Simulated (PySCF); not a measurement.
Gas-phase reaction: AlH3 + S ⇌ AlS + 3 H

Computed with PySCF (xtb for GFN2) and rigid-rotor harmonic-oscillator thermochemistry at 1 bar. † marks an energy on the PBE0/def2-TZVP geometry and frequencies; other levels use their own. CCSD(T) freezes the core. Open shells (unrestricted): S (multiplicity 3, electronic degeneracy 9), AlS (multiplicity 2), H (multiplicity 2); the rest are closed-shell singlets. GFN2 has no spin-polarisation term. Spin-orbit splitting is ignored; it lowers the true energy and changes the entropy of S. B3LYP is the form with VWN-RPA correlation. AlH3: computed as isolated molecules; such fragments, hydroxides, amides, oligomers or adducts are transient or little studied in the gas. CCSD(T) isn't extrapolated to the basis-set limit; its ΔH°(298 K) is 462.2 kJ in def2-SVP and 463.2 kJ in def2-TZVPP. The harmonic model lacks anharmonicity and excited electronic states, which grow with temperature; levels with a mode under 35 cm⁻¹ are left out.

ΔH° and ΔS° at 298 K: B3LYP/def2-TZVP† 460 kJ, 197 J/K; BLYP/def2-TZVP† 434 kJ, 197 J/K; CCSD(T)/def2-SVP† 462 kJ, 197 J/K; GFN2-xTB 718 kJ, 197 J/K.

**Question.** With the heat capacities included, give log10 K (1 bar) at 800, 1000, 1800, 2000, 2500 K from B3LYP/def2-TZVP†, BLYP/def2-TZVP†, CCSD(T)/def2-SVP†, GFN2-xTB.

**Answer.** 
```tsv
T (K)	B3LYP/def2-TZVP†	BLYP/def2-TZVP†	CCSD(T)/def2-SVP†	GFN2-xTB
800	-19.2	-17.5	-19.4	-36.1
1000	-13.1	-11.7	-13.2	-26.5
1800	-2.0	-1.3	-2.1	-9.6
2000	-0.7	0.0	-0.7	-7.4
2500	1.8	2.4	1.8	-3.6
```
